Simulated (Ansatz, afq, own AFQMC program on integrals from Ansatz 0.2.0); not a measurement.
Two steps: Ansatz 0.2.0 writes the Fock matrix and Cholesky factors of the valence space, and afq projects on them the lowest state that overlaps trial and start.

```yaml
crystal:
  periodic: [false, false, false]
  atoms:
    - {symbol: C, position_ang: [-1.855671, 0.000000, 0.000000]}
    - {symbol: H, position_ang: [-2.218877, 1.027301, 0.000000]}
    - {symbol: H, position_ang: [-2.218877, -0.513650, 0.889668]}
    - {symbol: H, position_ang: [-2.218877, -0.513650, -0.889669]}
    - {symbol: H, position_ang: [-0.497671, 0.000000, 0.000000]}
    - {symbol: Si, position_ang: [1.050329, 0.000000, 0.000000]}
basis:
  gaussian: {orbitals: cc-pVTZ}
magnetization: {spin_polarized: true, initial_magnetization: 2}
correlation: {method: ccsd_t, electrons: outside_noble_gas, hamiltonian_folder: ham}
```

```sh
$ ansatz run in.yaml --threads 1 --pin off --events-out ev --progress --plain --max-ram 16896MiB --backend cuda --devices 0, --max-vram 18GiB
```

afq runs on the folder ham with

```
--method phaseless --trial cisd --walkers 600 --populations 10 --least-time 60 --time-step 0.005 --steps-per-block 50 --equilibration-blocks 28 --max-blocks 4000 --target-error 0.00021 --factor-cut 1e-05 --start spin_pure --seed 5148 --release-times 0.24,0.51,0.99,1.62,2.4 --release-step 0.03 --release-every 3 --taylor-order 6
```

Times are imaginary, in 1/Eh. The walk had a cap of 225 s. With eight or more populations the least sampling time is a fifth of least-time, and the error comes from their spread.

Log:

```
orbitals 114  electrons 7 5  factors 670 of 679
reference energy -329.00933597 Eh
CCSD correlation -0.30695820 Eh in 12 cycles, weight of the determinant in the CISD state 0.8531
energy of the start -329.314669 Eh
 block  time / (1/Eh)  mean weight  energy / Eh
     1     0.250  0.9998  -329.311379
     2     0.500  1.0006  -329.314746
     3     0.750  0.9997  -329.318385
     4     1.000  1.0011  -329.321634
     5     1.250  1.0011  -329.323387
    10     2.500  1.0004  -329.329855
    31     7.750  1.0002  -329.331192
    56    14.000  1.0003  -329.330663
    81    20.250  0.9997  -329.329553
   106    26.500  1.0000  -329.333598
   131    32.750  1.0008  -329.328514
   156    39.000  0.9991  -329.329436
   176    44.000  1.0004  -329.325003
   181    45.250  1.0003  -329.328252
   206    51.500  1.0007  -329.329551
   216    54.000  1.0019  -329.332078
error from the spread of 10 populations
released: time / (1/Eh)  energy / Eh  error  mean overlap
  0.24  -329.329810  0.000230  0.9945
  0.51  -329.330167  0.000184  0.9907
  0.99  -329.330480  0.000174  0.9822
  1.62  -329.330476  0.000251  0.9819
  2.40  -329.330066  0.000324  0.9847
energy -329.329618 +/- 0.000200 Eh
(rows thinned)
```

The run passed its tests (sampling time, drift between the halves within three errors, error under three times the target), which doesn't prove that it has relaxed. The second half of the sampling lies above the first by 2.0 errors of their difference, so the energy may still be moving and its error bar be too small.

Against this walk (error 5.4 meV) on the same determinant: CCSD(T) 25.3 meV higher. The error is statistical and leaves out the bias of the constraint. Released to 2.40 1/Eh the energy moves by -12 ± 10 meV (both errors), within twice the noise.

Cautions: constraint bias not in the error; lower spins were not checked.

The walk took 2.8 min on 1 × NVIDIA H100 80GB HBM3 with 2 threads of AMD EPYC 7R13 Processor (Zen 3), with other jobs on the host (the card was shared). The log's last line is the phaseless energy.

A walk keeps the symmetry of its determinant, which the program's search chose and which needn't be the lowest solution, so a lower state of the same spin and another symmetry isn't excluded.
